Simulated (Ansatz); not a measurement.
Input for Ansatz (a first-principles code): R-r2SCAN/def2-TZVPPD on HF (SMILES F) with ghost functions. Files ending in .json are basis or fitting sets from the Basis Set Exchange.

Ansatz 0.2 input:
```yaml
crystal:
  periodic: [false, false, false]
  atoms:
    - {symbol: H, position_ang: [0.00000000, 0.80267982, 1.69529329]}
    - {symbol: F, position_ang: [0.00000000, -0.04596666, 1.34034818]}
basis:
  gaussian:
    orbitals: def2-TZVPPD.json
    ghost_atoms:
      - {symbol: H, position_ang: [0.00000000, -0.12040787, -0.49082840]}
      - {symbol: F, position_ang: [0.00000000, 0.00976945, -1.40424978]}
hamiltonian:
  xc: {name: r2SCAN}
scf: {lower_state_search: off}
```

Output:

```
WARN ansatz: RAYON_NUM_THREADS=1 ignored (pool sized by the plan → 1); use --threads N
Functional definition: r2SCAN
these checks for a lower state are left out or cut short: stability, starts, cluster_reference, orbital_swaps, neighbouring_geometries, increment
integrals: 0.02 GiB planned
500 factors; their error is unknown
mean field: 0.23 GiB planned
mean field evaluation 1: about -2731.8202 eV, gradient 3.4e1 eV
mean field evaluation 2: about -2728.6333 eV, gradient 5.9e1 eV
mean field evaluation 4: about -2733.3512 eV, gradient 3.7e-1 eV
mean field evaluation 8: about -2733.3502 eV, gradient 1.2e-3 eV
mean field -2733.35023313 eV, -100.4487683360 hartree, gradient 6.9e-6 eV, S^2 0.000000; 0 other end points of the search recorded, 0 dependent functions left out
reference -2733.35024586 eV, -100.4487688039 hartree; 5, 5 occupied and 109, 109 virtual orbitals, 500 factors
Total energy: -2733.35024586 eV, -100.4487688039 hartree
Checks for a lower state left out: stability, starts, cluster_reference, orbital_swaps, neighbouring_geometries, increment
```

The calculation finished and met its thresholds.

Cost: around 1.2 core-seconds (rough).
